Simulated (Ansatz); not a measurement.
Stepwise reaction of `[NH2][Mg][NH2]` with water, as a gas-phase model of exchange steps in deposition or etching. ΔE in kJ/mol; ΔG adds harmonic PBE0-D4 terms to CCSD(T)/CBS, at 1 bar.

Calculated with Ansatz (gas phase, PBE0-D4/def2-TZVP geometries, no zero-point term in ΔE). CCSD(T)/CBS is the MP2 limit (def2-TZVPP, def2-QZVPP) plus CCSD(T) − MP2 in def2-TZVPP, frozen cores. This one scheme is used for every species. Functionals use def2-TZVPP. B3LYP here is the variant with VWN-RPA as its local correlation; programs differ in this. For Mg outer-core shells are correlated without core-valence functions, which leaves a few kJ/mol of doubt a bond. One conformer a species, not always the lowest.

| step | reaction | PBE-D4 | B3LYP-D4 | ωB97M-V | CCSD(T)/CBS | ΔG(500 K) |
| --- | --- | --- | --- | --- | --- | --- |
| 1 | `[NH2][Mg][NH2]` + H₂O → `[NH2][Mg][OH]` + NH₃ | -59.0 | -63.4 | -62.1 | -61.2 | -66.8 |

Give the row of step 2, `[NH2][Mg][OH]` + H₂O → `[OH][Mg][OH]` + NH₃. (Estimate.)

Ansatz gave: 
```tsv
step	reaction	PBE-D4	B3LYP-D4	ωB97M-V	CCSD(T)/CBS	ΔG(500 K)
2	`[NH2][Mg][OH]` + H₂O → `[OH][Mg][OH]` + NH₃	-58.8	-63.2	-61.7	-61.6	-57.9
```

By hand: ΔE of the 2 steps together at CCSD(T)/CBS.

(-61.2) + (-61.6) = -122.8 kJ/mol, or -61.4 kJ/mol a step.

In ΔE the steps differ by no more than 0.4 kJ/mol. All are downhill at CCSD(T)/CBS. ΔG lies between -66.8 and -57.9 kJ/mol a step. PBE-D4 differs from CCSD(T)/CBS by 2.2 to 2.8 kJ/mol a step. Isolated molecules leave out the surface, adducts and barriers. Largest T1 diagnostic: 0.011.
